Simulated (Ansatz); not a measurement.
**NaSiH2 radical: one structure at several levels**

One table from this session's results is given with a row withheld; the runs are named, their logs left out.

Program: Ansatz 0.2.0, Gaussian basis. Level of theory: single points in def2-TZVPP. These are calculated values, not measurements.

Correlated methods freeze the cores. The outer core shell of Li, Na, Mg and K is correlated. Orbitals are unrestricted. B3LYP uses VWN-RPA correlation.

**Where the work starts**

SMILES `[Na][SiH2]`, 4 atoms, charge 0, spin multiplicity 2.

Atoms are counted from 1 here; the program's logs count them from 0.

Bond lengths: Na1–Si2 2.717 Å, Si2–H3 1.484 Å, Si2–H4 1.522 Å. Angles: Na1–Si2–H3 123.0°, Na1–Si2–H4 120.2°, H3–Si2–H4 96.9°.

Coordinates:

```xyz
4
H2NaSi
Na   -2.2863    0.8381   -0.3876
Si    0.3202    0.0853   -0.2440
H     0.7613   -1.3276   -0.3575
H     1.1544    0.4406    0.9787
```

The first run:

The input, run/in.yaml:

```yaml
crystal:
  periodic: [false, false, false]
  atoms:
    - {symbol: Na, position_ang: [-2.286300, 0.838100, -0.387600]}
    - {symbol: Si, position_ang: [0.320200, 0.085300, -0.244000]}
    - {symbol: H, position_ang: [0.761300, -1.327600, -0.357500]}
    - {symbol: H, position_ang: [1.154400, 0.440600, 0.978700]}
basis:
  gaussian: {orbitals: def2-TZVPP}
magnetization: {spin_polarized: true, initial_magnetization: 1}
correlation: {method: ccsd_t}
scf: {omitted_lower_state_checks: [cluster_reference]}
output: {forces: true}
```

No record of the launch command was kept for these runs.

Steps of the session up to this table: CCSD(T)/def2-TZVPP; PBE0-D4/def2-TZVPP; wB97M-V/def2-TZVPP; r2SCAN-D4/def2-TZVPP; PBE-D4/def2-TZVPP; revPBE-D4/def2-TZVPP; B3LYP-D4/def2-TZVPP.

One table of the session follows, with a row left open; its other results are not shown here.

| method | RMS force component (eV/Å) | angle to CCSD(T) forces (°) | dipole (D) |
| --- | --- | --- | --- |
| CCSD(T) | 0.195 | reference | 8.21 |
| PBE0-D4 | 0.198 | 9.9 | 7.61 |
| wB97M-V | 0.192 | 12.7 | 7.89 |
| r2SCAN-D4 | 0.194 | 8.8 | 7.87 |
| PBE-D4 | ? | ? | ? |
| revPBE-D4 | 0.237 | 34.7 | 7.05 |
| B3LYP-D4 | 0.190 | 10.4 | 7.17 |

Q: Estimate the row for PBE-D4 from the others.

**Answer.** RMS force component (eV/Å): 0.228; angle to CCSD(T) forces (°): 31.6; dipole (D): 6.95. In the column «RMS force component (eV/Å)» it lies between PBE0-D4 (0.198) and revPBE-D4 (0.237).
